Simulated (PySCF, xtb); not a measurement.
carbon tetrachloride (CCl₄), SMILES ClC(Cl)(Cl)Cl.

GFN2-xTB in xtb at its own geometry gives an orbital gap of 5.11 eV and a dipole moment of 0.00 D.

Geometry optimised at B3LYP-D3(BJ)/def2-SVP.

### Question
What does PySCF with r2SCAN/def2-TZVP give? (An estimate is asked for; the answer gives what the named calculation found.)

### Answer
gap 5.27 eV (levels -8.02 and -2.76 eV), dipole 0.00 D.
